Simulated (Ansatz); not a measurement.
# BO−: geometry and frequencies at several levels

One table from this session's results is given with a row withheld; the runs are named, their logs left out.

Method: the levels named in each step, in Ansatz 0.2.0.

## The starting structure

Bond lengths: B1–O2 1.263 Å.

Structure file:

```xyz
2

B     0.0000    0.0000    0.0000
O     0.0000    0.0000    1.2634
```

The first run:

Contents of input.yaml:

```yaml
crystal:
  periodic: [false, false, false]
  atoms:
    - { symbol: B, position_ang: [0.0, 0.0, 0.0] }
    - { symbol: O, position_ang: [0.0, 0.0, 1.26342] }
total_charge: -1
basis:
  gaussian: { orbitals: def2-SVPD }
hamiltonian:
  xc: pbe
  dispersion: d4
relax:
  f_tol: 0.03
  max_steps: 200
```

Run with:

```bash
$ ansatz run input.yaml --threads 1 --pin off --max-ram 2560MiB --backend cpu --events-out ev --progress --plain --runs-dir out
```

Steps of the session up to this table: A rough first relaxation, PBE-D4/def2-SVPD; Relaxation, PBE0-D4/def2-TZVPPD; Frequencies, PBE0-D4/def2-TZVPPD; Relaxation, PBE-D4/def2-TZVPPD; Frequencies, PBE-D4/def2-TZVPPD; Relaxation, r2SCAN-D4/def2-TZVPPD; Frequencies, r2SCAN-D4/def2-TZVPPD; Relaxation, B3LYP-D4/def2-TZVPPD; Frequencies, B3LYP-D4/def2-TZVPPD; Relaxation, B2PLYP/def2-TZVPPD; Frequencies, B2PLYP/def2-TZVPPD.

One table of the session follows, with a row left open; its other results are not shown here.

It belongs to the step «Geometries side by side». 

| level | B1–O2 (Å) | rotational constants (MHz) | highest frequency (cm⁻¹) |
| --- | --- | --- | --- |
| PBE0-D4/def2-TZVPPD | 1.2330 | 50976 | 1761 |
| PBE-D4/def2-TZVPPD | 1.2452 | 49983 | 1689 |
| r2SCAN-D4/def2-TZVPPD | 1.2373 | 50627 | 1734 |
| B3LYP-D4/def2-TZVPPD | 1.2339 | 50906 | 1747 |
| B2PLYP/def2-TZVPPD | ? | ? | ? |

Estimate the missing values for B2PLYP/def2-TZVPPD.

The run gave: B1–O2 (Å): 1.2398; rotational constants (MHz): 50418; highest frequency (cm⁻¹): 1715. In the column «B1–O2 (Å)» it lies between r2SCAN-D4/def2-TZVPPD (1.2373) and PBE-D4/def2-TZVPPD (1.2452).
